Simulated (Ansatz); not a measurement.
Relaxation of CH3NOS2 (8 atoms, charge 0, multiplicity 1), to a largest force component of 0.015 eV/Å in at most 40 steps.

All numbers below come from Ansatz 0.2.0, RKS r2SCAN/def2-mTZVP.

```xyz
8
Properties=species:S:1:pos:R:3
N 0.213 0.535 0.926
C -0.084 -0.158 -0.301
O -0.021 -1.555 -0.127
S -1.300 0.408 -1.260
S 0.638 0.470 -1.726
H 0.615 -0.044 1.580
H -0.732 0.773 1.363
H -0.593 -1.797 0.559
```

**Question.** Where does it end, and by what steps?

**Answer.** It converged. After 28 steps the energy has fallen by 1.331 eV; H8 moved furthest, 1.17 Å.

| step | energy less start (eV) | largest force component (eV/Å) | accepted |
| --- | --- | --- | --- |
| 0 | 0.0000 | 5.548 | yes |
| 1 | -0.6940 | 3.023 | yes |
| 2 | -0.9050 | 0.990 | yes |
| 3 | -0.8914 | 0.882 | no |
| 4 | -0.9355 | 0.150 | yes |
| 5 | -0.9398 | 0.120 | yes |
| 6 | -0.9398 | 0.150 | no |
| 7 | -0.9406 | 0.050 | yes |
| 8 | -0.9428 | 0.231 | yes |
| 9 | -0.9444 | 0.394 | yes |
| 10 | -0.9563 | 0.223 | yes |
| 11 | -0.9598 | 0.144 | yes |
| 12 | -0.9620 | 0.414 | yes |
| 13 | -0.9700 | 0.265 | yes |
| 14 | -1.0021 | 0.314 | yes |
| 15 | -0.9744 | 1.346 | no |
| 16 | -1.0285 | 0.226 | yes |
| 17 | -1.0563 | 0.242 | yes |
| 18 | -1.0841 | 1.139 | yes |
| 19 | -1.1138 | 1.868 | yes |
| 20 | -1.2725 | 0.608 | yes |
| 21 | -1.2573 | 0.751 | no |
| 22 | -1.3041 | 0.480 | yes |
| 23 | -1.3236 | 0.235 | yes |
| 24 | -1.3189 | 0.242 | no |
| 25 | -1.3295 | 0.056 | yes |
| 26 | -1.3300 | 0.056 | yes |
| 27 | -1.3305 | 0.019 | yes |
| 28 | -1.3305 | 0.005 | yes |

```xyz
8
Properties=species:S:1:pos:R:3
N 0.314 0.455 1.096
C -0.079 -0.267 -0.031
O 0.102 -1.601 0.214
S -1.671 0.164 -1.008
S 0.358 0.431 -1.651
H -0.135 0.093 1.933
H 0.131 1.445 0.990
H -0.284 -2.089 -0.530
```

Whether the end is a true minimum wasn't checked by a vibrational analysis.

Time of the run: 2.2 min on 2 threads of Arm Neoverse V1, with other jobs on the host, peak memory 0.17 GiB.
